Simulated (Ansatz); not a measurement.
`CC1=CCCC1`, relaxed with RKS PBE-D4/def2-SVP in the Gaussian-basis code of Ansatz from a rough embedded geometry. The force threshold is 0.03 eV/Å; the program also tests the step.

Total charge 0; spin multiplicity 1.

Start:

```xyz
16

C     0.150   -2.006    0.945
C     0.104   -0.619    0.389
C     0.650    0.474    0.899
C     0.405    1.696    0.069
C    -0.432    1.185   -1.121
C    -0.620   -0.327   -0.897
H     1.178   -2.359    1.013
H    -0.410   -2.691    0.313
H    -0.276   -2.032    1.947
H     1.220    0.527    1.811
H    -0.128    2.457    0.644
H     1.349    2.140   -0.259
H    -1.395    1.692   -1.162
H     0.080    1.375   -2.063
H    -1.676   -0.598   -0.811
H    -0.199   -0.916   -1.716
```

Question: By how much does the energy fall, and how many steps does the optimiser take? (An estimate is asked.)

Answer: Computed: 0.23 eV, in 16 steps, 2 of them rejected.

Question: Which bonds change most? (Estimate.)

Answer: Computed: C2–C3 from 1.324 to 1.353 Å; C1–H8 from 1.087 to 1.112 Å; C3–H10 from 1.077 to 1.101 Å; C6–H16 from 1.093 to 1.116 Å.

Question: Give the relaxed structure. (Estimate.)

Answer: Ansatz gave: 
```xyz
16

C     0.063   -1.994    0.992
C     0.070   -0.618    0.406
C     0.502    0.525    0.986
C     0.412    1.711    0.056
C    -0.491    1.187   -1.089
C    -0.376   -0.354   -1.020
H     0.681   -2.690    0.382
H    -0.963   -2.423    1.001
H     0.453   -2.007    2.028
H     0.922    0.585    2.002
H     0.004    2.624    0.541
H     1.427    1.994   -0.312
H    -1.541    1.482   -0.885
H    -0.225    1.603   -2.081
H    -1.326   -0.872   -1.277
H     0.387   -0.751   -1.732
```
